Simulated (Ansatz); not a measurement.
Process, species as SMILES: F (HF) → F atom + H atom
B3LYP-D3(BJ)/def2-TZVP geometries, fixed; electronic energies without zero-point terms.

Core correlation in the bond dissociation energy at CCSD(T) with Ansatz (a program for electronic structure), in kcal/mol: frozen core against all electrons. Core-valence sets carry the plain set on hydrogen. Open shells are unrestricted. Costs are rough ratios of core time on shared machines of one kind.

| basis | functions, most | frozen core |
|---|---|---|
| cc-pVDZ | 19 | 126.31 |
| cc-pCVDZ | 23 | 126.43 |
| cc-pVTZ | 44 | 136.88 |
| cc-pCVTZ | 57 | 136.84 |
| cc-pwCVTZ | 57 | 136.82 |
| cc-pVQZ | 85 | 139.87 |
| cc-pwCVQZ | 114 | 139.81 |
| cc-pCVQZ | 114 | 139.81 |

How large is the core term in each set?

The largest core-valence set, cc-pCVQZ, gives a core term of 0.22 kcal/mol; the valence set cc-pVQZ, which lacks functions for the core, gives 0.45. By row: cc-pVDZ 0.12, cc-pCVDZ 0.15, cc-pVTZ 0.72, cc-pCVTZ 0.22, cc-pwCVTZ 0.21, cc-pVQZ 0.45, cc-pwCVQZ 0.22, cc-pCVQZ 0.22.
